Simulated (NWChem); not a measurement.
# NaCl (SMILES [Na][Cl]): a first try and a second

Aim: a single-point energy of NaCl at MPWB1K-D3(0)/3-21G.

The calculation is run with NWChem 7.3.0.

2 further runs of the same task are left out: 2 set aside as unsound or not needed.

## (1) The structure to begin with

The species is NaCl (2 atoms), meant as a singlet with charge 0. As SMILES, `[Na][Cl]`. Geometry: relaxed at PBE0-D4/def2-TZVP.

Bond lengths: Na1–Cl2 2.358 Å.

## (2) Try one

clna.nw

```
start clna
title "ClNa"
memory stack 880 mb heap 220 mb global 1100 mb
charge -2

geometry units angstrom noautosym nocenter noautoz
   Na   -0.989600    0.304100   -0.517000
   Cl    1.019100   -0.364200    0.521000
end

basis spherical bse
   Na library 3-21G
   Cl library 3-21G
end

dft
   xc mpwb1k
   mult 1
   disp vdw 3
   grid coarse
   convergence energy 1e-08
   direct
   iterations 60
   mulliken
   noprint "final vectors analysis"
end

task dft energy
```

Launch:

```sh
$ nwchem clna.nw > clna.out
```

What it wrote:

```text
[...]
          Wavefunction type:  closed shell.
          No. of atoms     :     2
          No. of electrons :    30
[...]
          Charge           :    -2
          Spin multiplicity:     1
[...]
          AO basis - number of functions:    26
[...]
              XC Information
              --------------
                       MPWB1K Method XC Functional
                     Hartree-Fock (Exact) Exchange  0.440
                        mPW91  Exchange Functional  0.560
                         B95 Correlation Potential  1.000
[...]
 d= 0,ls=0.0,diis     1   -614.0052398001 -6.56D+02  5.70D-01  1.46D+01     0.3
[...]
 d= 0,ls=0.0,diis    10   -619.3040705078 -4.08D-09  2.64D-06  3.78D-11     1.2
         Total DFT energy =     -619.304070507788
      One electron energy =     -954.147170408811
           Coulomb energy =      335.892099449368
    Exchange-Corr. energy =      -43.019586809487
 Nuclear repulsion energy =       41.970737305388
    Dispersion correction =       -0.000150044246
[...]
      Total Density - Mulliken Population Analysis
     ---------------------------------------------
    Atom       Charge   Shell Charges
 -----------   ------   -------------------------------------------------------
    1 Na  11    12.19   2.00  2.00  5.94 -0.30  0.11  2.06  0.39
    2 Cl  17    17.81   2.00  1.96  5.90  1.10  3.03  0.94  2.88
[...]
```

Wall time 2.1 s (1 thread of Intel Xeon Platinum 8375C at 2.90GHz (Ice Lake), shared host); peak memory 0.11 GiB.

## (3) Reading the log

It ran to the end. The result can't be trusted all the same.

The fault: the charge typed isn't that of the species meant. To mend it: charge 0 in place of -2.

## (4) Second attempt

clna.nw

```
start clna
memory total 2200 mb
charge 0

geometry units angstroms noautosym nocenter noautoz
  Na      -0.989600       0.304100      -0.517000
  Cl       1.019100      -0.364200       0.521000
end

basis "ao basis" spherical bse
  Na library 3-21G
  Cl library 3-21G
end

dft
  xc mpwb1k
  disp vdw 3
  grid coarse
  convergence energy 1e-08
  direct
  mulliken
  print medium
end

task dft energy
```

Launch:

```sh
$ nwchem clna.nw > clna.out
```

What it wrote:

```text
[...]
          Wavefunction type:  closed shell.
          No. of atoms     :     2
          No. of electrons :    28
[...]
          Charge           :     0
          Spin multiplicity:     1
[...]
          AO basis - number of functions:    26
[...]
              XC Information
              --------------
                       MPWB1K Method XC Functional
                     Hartree-Fock (Exact) Exchange  0.440
                        mPW91  Exchange Functional  0.560
                         B95 Correlation Potential  1.000
[...]
 d= 0,ls=0.0,diis     1   -619.3902139757 -6.61D+02  2.83D-02  1.44D-01     0.2
[...]
 d= 0,ls=0.0,diis     6   -619.4138672884 -2.25D-09  1.37D-06  1.01D-10     0.7
         Total DFT energy =     -619.413867288420
      One electron energy =     -945.688560222516
           Coulomb energy =      327.104907700258
    Exchange-Corr. energy =      -42.800802027305
 Nuclear repulsion energy =       41.970737305388
    Dispersion correction =       -0.000150044246
[...]
      Total Density - Mulliken Population Analysis
     ---------------------------------------------
    Atom       Charge   Shell Charges
 -----------   ------   -------------------------------------------------------
    1 Na  11    10.27   2.00  1.99  5.94  0.16  0.19 -0.03  0.02
    2 Cl  17    17.73   2.00  1.96  5.90  1.11  3.03  0.94  2.79
[...]
```

Wall time 1.3 s (1 thread of Intel Xeon Platinum 8375C at 2.90GHz (Ice Lake), shared host); peak memory 0.11 GiB.

## (5) Summary of results

Level: MPWB1K-D3(0)/3-21G.

| quantity | value |
| --- | --- |
| total energy | -619.41387 Eh |
| dipole moment | 9.48 D |
| HOMO energy | -7.13 eV |
| LUMO energy | -1.57 eV |
| HOMO–LUMO gap | 5.57 eV |
| dispersion energy | -0.39 kJ/mol |
